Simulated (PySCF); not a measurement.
## Computed NMR parameters against published values

Cartesian coordinates in Å; atom numbers follow the order of the lines, from 1:
```xyz
15

C    -2.271    0.012    0.411
C    -1.075   -0.482   -0.392
C     0.226    0.129    0.114
O     1.296   -0.359   -0.665
C     2.538    0.153   -0.267
H    -3.189   -0.435    0.038
H    -2.359    1.094    0.337
H    -2.161   -0.251    1.461
H    -1.194   -0.223   -1.444
H    -0.997   -1.569   -0.325
H     0.383   -0.135    1.173
H     0.182    1.228    0.045
H     3.284   -0.285   -0.926
H     2.766   -0.117    0.773
H     2.567    1.247   -0.356
```

The experiment to reproduce: δ ¹³C C3 74.5; C2 23.2; C1 10.5 ppm (measured; solution, not stated per compound (mostly CDCl3 or CCl4); Pretsch, Buehlmann, Badertscher, Structure Determination of Organic Compounds, 4th ed. (2009)).
δ ¹⁷O O4 -28.5 ppm (measured; liquid, neat; K. Matsuzaki, S. Hayashi, W. Nakanishi, RSC Adv. 2024, ESI (observed values from its refs S1-S5)).

PySCF 2.14.0 with density-fitted response routines calculation with shielding tensors at PBE0/pcSseg-1 (GIAO) and geometry from GFN2-xTB; averaged over atoms made equivalent by symmetry, fast rotation or ring inversion, no relativistic terms, isolated molecule, one conformer.

(1) What does the calculation give, and how does it compare?

(2) How far are the unscaled ¹³C shifts from the references?

Results:

(1) 
Reference values: measured (solution, not stated per compound (mostly CDCl3 or CCl4); Pretsch, Buehlmann, Badertscher, Structure Determination of Organic Compounds, 4th ed. (2009)).
```json
{"atoms": "C3", "quantity": "δ ¹³C", "reference": "74.5", "computed": "80.6", "computed, scaled": "76.6"}
{"atoms": "C2", "quantity": "δ ¹³C", "reference": "23.2", "computed": "27.7", "computed, scaled": "24.9"}
{"atoms": "C1", "quantity": "δ ¹³C", "reference": "10.5", "computed": "11.7", "computed, scaled": "9.3"}
```

Reference values: measured (liquid, neat; K. Matsuzaki, S. Hayashi, W. Nakanishi, RSC Adv. 2024, ESI (observed values from its refs S1-S5)).
```csv
atoms,quantity,reference,computed,"computed, scaled"
O4,δ ¹⁷O vs H2O,-28.5,–,-8.0
```

Computed shifts are σ(ref) − σ with the named reference compound (TMS for H and C) calculated as an isolated molecule at the same level. The measured values may be among those fitted. Shieldings were converted by linear fits to measured shifts (mostly CDCl3, TMS scale, for H and C): ¹³C (scatter 2.1 ppm rms, 2.3 ppm with the 2 outliers that the fit left out); ¹⁷O (scatter 11.6 ppm rms vs liquid water, solution or neat liquid). Occasional misses reach two or three times the rms, and more in compound classes unlike the fitted ones.

(2) Mean signed difference +3.93 ppm, mean absolute 3.93 ppm over 3 comparisons; the largest is +6.1 ppm at C3 (sp3 CH2 bonded to O).
